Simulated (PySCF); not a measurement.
## NaS: one state, many levels of theory

State: ²Π (doublet), unpaired electrons π ↑. Set-up: PySCF, no relativity, basis sets Na cc-pVDZ, S cc-pV(D+d)Z. De refers to Na + S in their high-spin ground configurations, without counterpoise correction. The functionals are run spin-unrestricted. A positive dipole means Na(−)S(+).

```json
{"Level": "UHF", "Re (Å)": "2.525", "ωe (cm⁻¹)": "328", "De (eV)": "1.40", "μ (D)": "-9.15", "CPU s a point (SCF and correlation, without the integrals)": "0.17"}
{"Level": "UHF-MP2", "Re (Å)": "2.530", "ωe (cm⁻¹)": "320", "De (eV)": "2.11", "μ (D)": "n/a", "CPU s a point (SCF and correlation, without the integrals)": "0.24"}
{"Level": "UHF-SCS-MP2", "Re (Å)": "2.531", "ωe (cm⁻¹)": "320", "De (eV)": "2.09", "μ (D)": "n/a", "CPU s a point (SCF and correlation, without the integrals)": "n/a"}
{"Level": "UHF-CCSD", "Re (Å)": "2.531", "ωe (cm⁻¹)": "319", "De (eV)": "2.05", "μ (D)": "n/a", "CPU s a point (SCF and correlation, without the integrals)": "n/a"}
{"Level": "UHF-CCSD(T)", "Re (Å)": "2.535", "ωe (cm⁻¹)": "317", "De (eV)": "2.09", "μ (D)": "n/a", "CPU s a point (SCF and correlation, without the integrals)": "3"}
{"Level": "PBE", "Re (Å)": "2.510", "ωe (cm⁻¹)": "317", "De (eV)": "2.55", "μ (D)": "-7.59", "CPU s a point (SCF and correlation, without the integrals)": "0.45"}
{"Level": "r²SCAN", "Re (Å)": "2.507", "ωe (cm⁻¹)": "325", "De (eV)": "2.60", "μ (D)": "-8.37", "CPU s a point (SCF and correlation, without the integrals)": "0.66"}
{"Level": "M06-L", "Re (Å)": "2.515", "ωe (cm⁻¹)": "321", "De (eV)": "3.06", "μ (D)": "-8.98", "CPU s a point (SCF and correlation, without the integrals)": "0.65"}
{"Level": "r²SCANh", "Re (Å)": "2.504", "ωe (cm⁻¹)": "327", "De (eV)": "2.57", "μ (D)": "-8.48", "CPU s a point (SCF and correlation, without the integrals)": "0.69"}
{"Level": "PBE0", "Re (Å)": "2.498", "ωe (cm⁻¹)": "327", "De (eV)": "2.46", "μ (D)": "-8.22", "CPU s a point (SCF and correlation, without the integrals)": "0.69"}
{"Level": "HSE06", "Re (Å)": "2.499", "ωe (cm⁻¹)": "326", "De (eV)": "2.47", "μ (D)": "-8.18", "CPU s a point (SCF and correlation, without the integrals)": "0.69"}
{"Level": "B2PLYP", "Re (Å)": "2.505", "ωe (cm⁻¹)": "326", "De (eV)": "2.36", "μ (D)": "-8.45", "CPU s a point (SCF and correlation, without the integrals)": "0.42"}
```

The bond length runs from 2.498 Å (PBE0) to 2.535 Å (UHF-CCSD(T)). De spans 1.40 eV (UHF, mean field) to 3.06 eV (M06-L, meta-GGA). Correlation at CCSD(T) changes the Hartree–Fock bond energy by +0.69 eV; the triples alone change it by +0.04 eV.

Correlated steps freeze 6 core orbitals. Correlated levels converge slowly with the basis: in double zeta they bind strong bonds too weakly, by up to about 1 eV, and carry superposition errors of some tenths. B2PLYP dipoles, levels and charges come from its SCF part alone. The state was picked by a PBE0 search and need not be the measured ground state.

The whole job (state search and all levels along the bond) took about 1.6 min on 1 thread of Arm Neoverse V1 (shared host), peak memory 0.45 GiB.
